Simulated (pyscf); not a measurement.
PySCF, gas phase, ωB97X-D3(BJ)/def2-SVP geometries.

Problem. What is the homolytic dissociation enthalpy (298 K, ωB97M-D3(BJ)/def2-TZVP) of the Ge–H bond of HO–GeH(Cl)–Cl, to HO–Ge•(Cl)–Cl + H•?

Solution. Ge–H to HO–Ge•(Cl)–Cl + H•: 81.1 kcal/mol. The 7 functionals that were run give +74.5 (PBE) to +82.5 kcal/mol (ωB97X-D3(BJ)). Other isomers of HO–Ge•(Cl)–Cl were not searched in full and may lie lower. Elements up to Kr have no core potential and no relativistic terms here.
